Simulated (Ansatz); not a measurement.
# CCSD(T) against full CI for several species

Each species is computed at the geometry given (Å), with frozen cores, in Ansatz 0.2.0: RHF-CCSD(T) for singlets, UHF-CCSD(T) otherwise, and full CI in the same basis. The program picks the determinant by a search with trial CCSD, so it needn't be the lowest Hartree–Fock solution. States: HPB quartet A', H2Br⁺ singlet A1, HAlNa doublet A', NS⁺ singlet Σ⁺. Cases whose determinant has another symmetry than full CI's state, or lies over 0.5 eV above the lowest of its kind, whose (Q) step broke down or whose higher cluster runs on it stay over 0.1 eV above full CI weren't drawn. No relativity is included.

Task: Judging by size, spin and bonding, rank them by the size of CCSD(T)'s error in total energy against full CI in the same basis, smallest first (an estimate).
A. HPB, quartet, 6-31G: B 0.000 -0.102 1.247; P 0.000 -0.002 -0.453; H 0.000 1.164 0.535
B. HAlNa, doublet, cc-pVDZ: Al 0.000 -0.107 1.320; Na 0.000 0.072 -1.650; H 0.000 1.221 2.283
C. H2Br⁺, singlet, cc-pVDZ: Br 0.000 -0.025 0.000; H 0.000 0.976 -1.046; H 0.000 0.976 1.046
D. NS⁺, singlet, 6-31G: N 0.000 0.000 0.000; S 0.000 0.000 1.531

Result: C (15.6 meV), B (21.6 meV), A (32.6 meV), D (100.5 meV).

```json
{"species": "H2Br⁺, singlet", "basis": "cc-pVDZ", "correlated electrons": "8", "CCSD(T) − full CI (meV)": "15.6", "CCSDT(Q) − full CI (meV)": "0.7", "unpaired electrons (full CI)": "0.04", "T1": "0.007", "⟨S²⟩ of the determinant": "0.00"}
{"species": "HAlNa, doublet", "basis": "cc-pVDZ", "correlated electrons": "5", "CCSD(T) − full CI (meV)": "21.6", "CCSDT(Q) − full CI (meV)": "0.2", "unpaired electrons (full CI)": "1.08", "T1": "0.041", "⟨S²⟩ of the determinant": "0.83"}
{"species": "HPB, quartet", "basis": "6-31G", "correlated electrons": "9", "CCSD(T) − full CI (meV)": "32.6", "CCSDT(Q) − full CI (meV)": "0.7", "unpaired electrons (full CI)": "3.06", "T1": "0.017", "⟨S²⟩ of the determinant": "3.76"}
{"species": "NS⁺, singlet", "basis": "6-31G", "correlated electrons": "10", "CCSD(T) − full CI (meV)": "100.5*", "CCSDT(Q) − full CI (meV)": "-5.3", "unpaired electrons (full CI)": "0.27", "T1": "0.026", "⟨S²⟩ of the determinant": "0.00"}
```

Unpaired electrons are Σ n²(2−n)² over natural occupations; an open shell counts its own unpaired electrons too. Frozen cores follow each run's orbitals, which moves totals by a few meV. RHF is unstable for NS⁺, singlet in 6-31G: UHF reaches ⟨S²⟩ = 1.18. An asterisk marks runs whose energy the program itself flagged as in doubt.
